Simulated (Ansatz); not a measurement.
# CHClFN: basis-set convergence

One table from this session's results is given with a row withheld; the runs are named, their logs left out.

Method: one geometry, several basis sets; program: Ansatz 0.2.0, Gaussian basis.

The runs, in order: PBE0-D4/def2-SVP; ωB97M-V/def2-SVP; PBE0-D4/def2-QZVPP; ωB97M-V/def2-QZVPP; the functionals' def2-TZVPP values are taken from earlier runs.

## The geometry

All runs share one geometry, relaxed beforehand with PBE0-D4 in a triple-zeta def2 set.

SMILES `N=C(F)Cl`, 5 atoms, charge 0, spin multiplicity 1.

Atoms are counted from 1 here; the program's logs count them from 0.

Bond lengths: N1–C2 1.237 Å, N1–H5 1.013 Å, C2–F3 1.314 Å, C2–Cl4 1.729 Å. Angles: C2–N1–H5 112.7°, N1–C2–F3 121.4°, N1–C2–Cl4 128.7°, F3–C2–Cl4 110.0°.

The first run:

File in.yaml:

```yaml
crystal:
  periodic: [false, false, false]
  atoms:
    - {symbol: N, position_ang: [0.321103, 0.940468, 0.274413]}
    - {symbol: C, position_ang: [0.137869, -0.274598, 0.128466]}
    - {symbol: F, position_ang: [0.810342, -1.157366, 0.832102]}
    - {symbol: Cl, position_ang: [-0.953469, -1.081683, -0.943190]}
    - {symbol: H, position_ang: [-0.266045, 1.499578, -0.333292]}
basis:
  gaussian: {orbitals: def2-SVP}
hamiltonian: {xc: pbe0, dispersion: d4}
output: {orbitals: {seedname: orbitals}}
```

Among the steps run: PBE0-D4 in def2-SVP; ωB97M-V in def2-SVP; PBE0-D4 in def2-QZVPP; ωB97M-V in def2-QZVPP.

One of the session's tables, all rows but one given; the rest of the session is left out.

It belongs to the step «Functionals by basis». 

```
functional       basis  HOMO (eV)  LUMO (eV)
   PBE0-D4    def2-SVP      -8.84      -0.12
   PBE0-D4  def2-TZVPP      -9.04      -0.44
   PBE0-D4  def2-QZVPP      -9.08      -0.55
   ωB97M-V    def2-SVP     -11.15       2.32
   ωB97M-V  def2-TZVPP          ?          ?
   ωB97M-V  def2-QZVPP     -11.43       1.78
```

Q: Estimate the row for ωB97M-V, def2-TZVPP from the others.

As computed: HOMO (eV): -11.38; LUMO (eV): 1.93. In the column «HOMO (eV)» it lies between ωB97M-V, def2-QZVPP (-11.43) and ωB97M-V, def2-SVP (-11.15).
